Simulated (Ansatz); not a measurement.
A trace of molecular dynamics of H5NSi (7 atoms, charge 0, multiplicity 1).

Level of theory: RKS revPBE/6-31G (Ansatz).

```
ensemble                      : NVE (velocity Verlet)
starting velocities drawn for : 1000 K
seed                          : 674596
```

```json
{"time (fs)": "0", "T (K)": "1000", "potential energy less start (eV)": "0.000", "conserved less start (meV/atom)": "0.00"}
{"time (fs)": "4", "T (K)": "689", "potential energy less start (eV)": "0.357", "conserved less start (meV/atom)": "22.29"}
{"time (fs)": "8", "T (K)": "569", "potential energy less start (eV)": "0.378", "conserved less start (meV/atom)": "14.31"}
{"time (fs)": "12", "T (K)": "556", "potential energy less start (eV)": "0.577", "conserved less start (meV/atom)": "41.49"}
{"time (fs)": "16", "T (K)": "974", "potential energy less start (eV)": "0.254", "conserved less start (meV/atom)": "33.87"}
{"time (fs)": "20", "T (K)": "1237", "potential energy less start (eV)": "0.360", "conserved less start (meV/atom)": "73.32"}
{"time (fs)": "24", "T (K)": "991", "potential energy less start (eV)": "0.534", "conserved less start (meV/atom)": "75.39"}
{"time (fs)": "28", "T (K)": "504", "potential energy less start (eV)": "0.434", "conserved less start (meV/atom)": "16.22"}
{"time (fs)": "32", "T (K)": "503", "potential energy less start (eV)": "0.563", "conserved less start (meV/atom)": "34.48"}
{"time (fs)": "36", "T (K)": "669", "potential energy less start (eV)": "0.730", "conserved less start (meV/atom)": "73.75"}
{"time (fs)": "40", "T (K)": "463", "potential energy less start (eV)": "1.085", "conserved less start (meV/atom)": "105.49"}
{"time (fs)": "44", "T (K)": "407", "potential energy less start (eV)": "0.945", "conserved less start (meV/atom)": "80.20"}
{"time (fs)": "48", "T (K)": "403", "potential energy less start (eV)": "0.655", "conserved less start (meV/atom)": "38.49"}
{"time (fs)": "52", "T (K)": "819", "potential energy less start (eV)": "0.271", "conserved less start (meV/atom)": "21.93"}
{"time (fs)": "56", "T (K)": "864", "potential energy less start (eV)": "0.502", "conserved less start (meV/atom)": "59.11"}
{"time (fs)": "60", "T (K)": "870", "potential energy less start (eV)": "0.446", "conserved less start (meV/atom)": "51.69"}
{"time (fs)": "64", "T (K)": "973", "potential energy less start (eV)": "0.937", "conserved less start (meV/atom)": "131.39"}
{"time (fs)": "68", "T (K)": "796", "potential energy less start (eV)": "1.080", "conserved less start (meV/atom)": "135.47"}
{"time (fs)": "72", "T (K)": "650", "potential energy less start (eV)": "0.809", "conserved less start (meV/atom)": "83.28"}
{"time (fs)": "76", "T (K)": "514", "potential energy less start (eV)": "0.860", "conserved less start (meV/atom)": "77.98"}
{"time (fs)": "80", "T (K)": "634", "potential energy less start (eV)": "0.768", "conserved less start (meV/atom)": "75.95"}
```

Is this trajectory sound?

The conserved energy changed by up to 140 meV per atom, so the integration failed: the time step of 2 fs is too long for the fastest motions that this run met, and the later frames carry no physical meaning.

Run time: 17 s on 1 thread of AMD EPYC 9R45 96-Core Processor (Zen 5) (shared host), peak memory 0.098 GiB.
